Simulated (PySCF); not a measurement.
Working out the electron affinity of C

C⁻ [He] 2s2 2p3 (4S) → C [He] 2s2 2p2 (3P). Calculation: PySCF 2.14, in def2-TZVPPD (6s3p3d1f, 37 functions); the non-relativistic Hamiltonian (point nucleus). Frozen: nothing. Energies in hartree (1 hartree = 27.21139 eV):

```csv
part,C⁻ (lower),C (upper)
UHF,-37.703884,-37.692531
MP2 opposite-spin,-0.078755,-0.069063
MP2 same-spin,-0.030438,-0.013390
```

Task: What does Hartree-Fock give?

Result: (-37.692531) − (-37.703884) = 0.011353 hartree = 0.309 eV.

Task: What do MP2 and SCS-MP2 (6/5 opposite-spin, 1/3 same-spin) give?

Result: The opposite-spin parts differ by 0.264 eV and the same-spin parts by 0.464 eV. MP2: 0.309 + (0.264) + (0.464) = 1.037 eV. SCS-MP2: 0.309 + 1.2 × (0.264) + (0.464)/3 = 0.780 eV.

A first-order spin-orbit estimate adds -0.004 eV to MP2 (valence and next inner shell), giving 1.033 eV against 1.262 eV (measured; photodetachment measurements, as compiled on the Wikipedia data page of electron affinities).

What remains against the reference includes basis incompleteness and correlation beyond second order.
